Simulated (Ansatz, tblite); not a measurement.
Cost and result up the ladder for (LiH)3 ring (Li3H3) (6 atoms). Total charge 0; singlet. Geometry: r2SCAN-D4/def2-TZVP.

```xyz
6

Li    0.9944   -0.3167   -1.2495
H     1.6292   -0.6844    0.3022
Li    0.4853   -0.3042    1.5239
H    -1.0948    0.3492    1.3759
Li   -1.4797    0.6210   -0.2744
H    -0.5343    0.3352   -1.6781
```

Ansatz on 4 threads of Arm Neoverse V2 on a shared host; xTB runs through tblite on one thread. Times are rough, summed over both states, and most runs start from the orbitals of an earlier one. PBE0-D4/def2-TZVP serves as the yardstick here, not as an exact answer. The other state is a doublet.

The xTB rows come from tblite. Correlated methods freeze no core orbitals; core or outer-core shells of Li are correlated, in sets that lack core-valence functions. In CCSD on the charge 1 doublet the largest single amplitude is 0.28, so its Hartree–Fock determinant may place the open shell otherwise than the density functionals do.

Run but left out: HF/def2-TZVPP, MP2/def2-TZVPP (charge +1 doublet: a determinant that CCSD turns far, T1 0.061); PBE-D4/def2-TZVP, r2SCAN-D4/def2-TZVP (charge +1 doublet: an occupied level 0.19 to 0.23 eV above an empty one).

Correlated methods converge slowly with the basis.

Raw xTB energies of ions are shifted by several eV.

```json
{"level": "GFN2-xTB", "functions": "15", "wall time": "0.002 s", "vertical IE (eV)": "12.47", "difference from PBE0-D4/def2-TZVP (eV)": "3.82", "remarks": "–"}
{"level": "GFN1-xTB", "functions": "18", "wall time": "0.004 s", "vertical IE (eV)": "14.84", "difference from PBE0-D4/def2-TZVP (eV)": "6.19", "remarks": "–"}
{"level": "PBE0-D4/def2-TZVP", "functions": "60", "wall time": "1.5 s", "vertical IE (eV)": "8.65", "difference from PBE0-D4/def2-TZVP (eV)": "0.00", "remarks": "–"}
{"level": "CCSD(T)/def2-TZVPP", "functions": "99", "wall time": "4 s", "vertical IE (eV)": "9.07", "difference from PBE0-D4/def2-TZVP (eV)": "0.42", "remarks": "large T1 (0.061) (+1 doublet)"}
```
